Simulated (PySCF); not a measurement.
## Stationary points of S2H4

Level of theory: PySCF, PBE0, basis S def2-TZVP, H def2-TZVP (no relativity, density fitting).

Relaxations began from a few typed shapes. The search is not exhaustive: other isomers or separated fragments can lie lower, and high-lying points may rest on an excited occupation.

| spin | group | bonds | angles | imaginary modes (cm⁻¹) | ΔE (kJ/mol) | ΔE with ZPE (kJ/mol) |
| --- | --- | --- | --- | --- | --- | --- |
| singlet | C1 | S–H 1.342 Å (×3), S–H 1.347 Å | H–S–H 92.4° (×2) | none | 0.0 | 0.0 |
| singlet | Ci | S–H 1.342 Å (×4) | H–S–H 92.4° (×2) | 99i | 1.3 | – |
| singlet | C2h | S–H 1.341 Å (×4) | H–S–H 92.6° (×2) | 138i, 87i, 23i | 5.7 | – |
| singlet | C2h | S–H 1.341 Å (×4) | H–S–H 92.3° (×2) | none | 7.3 | 4.0 |

The lowest minimum found is the singlet C1: S–H 1.342 Å (×3), S–H 1.347 Å; H–S–H 92.4° (×2).
